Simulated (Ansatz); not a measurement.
in.yaml

```yaml
crystal:
  periodic: [false, false, false]
  atoms:
    - {symbol: P, position_ang: [0.000000, 0.031250, 0.906042]}
    - {symbol: S, position_ang: [0.000000, -0.068523, -0.834100]}
    - {symbol: H, position_ang: [0.000000, 1.219565, -1.307755]}
basis:
  gaussian: {orbitals: cc-pVTZ-DK}
magnetization: {spin_polarized: false}
correlation: {method: ccsd, electrons: outside_noble_gas, diis_vectors: 2}
```

```sh
$ ansatz run in.yaml --threads 1 --pin off --events-out ev --progress --plain --max-ram 2393MiB
```

Q: Roughly how long does this take on 1 thread of Intel Xeon 6975P-C, shared host, and how much host memory?

A: 1.1 s wall and 0.17 GiB.

```
467 factors; integrals over basis functions are off by at most 1.1e-3 eV
mean field evaluation 1: about -20154.5872 eV, gradient 1.1e1 eV
mean field evaluation 2: about -20154.5981 eV, gradient 1.1e1 eV
mean field evaluation 4: about -20155.1615 eV, gradient 1.8e0 eV
mean field evaluation 8: about -20155.1791 eV, gradient 2.8e-4 eV
mean field evaluation 16: about -20155.1486 eV, gradient 1.8e0 eV
mean field evaluation 32: about -20152.2401 eV, gradient 4.0e0 eV
mean field -20155.17908579 eV, -740.6891697319 hartree, gradient 2.2e-6 eV, S^2 0.000000; 1 other end points of the search recorded, 0 dependent functions left out; unrestricted orbitals would lower it
determinant -20155.17908579 eV, -740.6891697319 hartree, with singles and doubles -20164.45858975 eV, -741.0301852124 hartree
determinant -20152.33988704 eV, -740.5848311022 hartree, with singles and doubles -20161.69864159 eV, -740.9287589884 hartree
10 core orbitals not correlated: weight in the atoms' cores, before any rotation towards them, 1.000 or more for the frozen orbitals, at most 0.000 for the correlated occupied ones
reference -20155.17908579 eV, -740.6891697319 hartree; 6, 6 occupied and 66, 66 virtual orbitals, 467 factors
second order -8.35167001 eV of doubles, -0.00000000 eV of singles
cycle   1  -9.19491128 eV  change   -4.0e-1 eV  update   1.8e-2
cycle   2  -9.21060505 eV  change   -1.6e-2 eV  update   4.2e-3
cycle   3  -9.21018656 eV  change    4.2e-4 eV  update   2.3e-3
cycle   4  -9.21097377 eV  change   -7.9e-4 eV  update   1.2e-3
cycle   5  -9.21097340 eV  change    3.7e-7 eV  update   6.0e-4
cycle   6  -9.21101777 eV  change   -4.4e-5 eV  update   1.7e-4
cycle   7  -9.21103082 eV  change   -1.3e-5 eV  update   8.8e-5
cycle   8  -9.21104051 eV  change   -9.7e-6 eV  update   2.7e-5
cycle   9  -9.21104272 eV  change   -2.2e-6 eV  update   1.3e-5
Total energy: -20164.39012852 eV, -741.0276693084 hartree
Relativity: scalar
```
